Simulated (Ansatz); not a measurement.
Two shapes of singlet CF₂.

Shape 1:

```xyz
3

C     0.0013    0.0215   -0.6362
F     0.0176    0.9786    0.1847
F     0.0028   -1.0591    0.1617
```

Shape 2:

```xyz
3

C     0.0000    0.0000   -0.5438
F     0.0000    0.9419    0.1813
F     0.0000   -0.9419    0.1813
```

Basis set: cc-pVTZ (spherical functions). Correlated methods keep 3 orbitals frozen. Charge 0, multiplicity 1.

Computed with Ansatz (development build ahead of 0.2.0); each method stands on the lowest determinant of its kind that the runs found.

Which shape is lower in energy, and by how much in each method?

| method | E(2) − E(1) (eV) |
| --- | --- |
| RHF | 0.440 |
| RHF-MP2 | 0.762 |

Shape 1 is lower. Caution: no unrestricted run beside it, a lower state can exist.
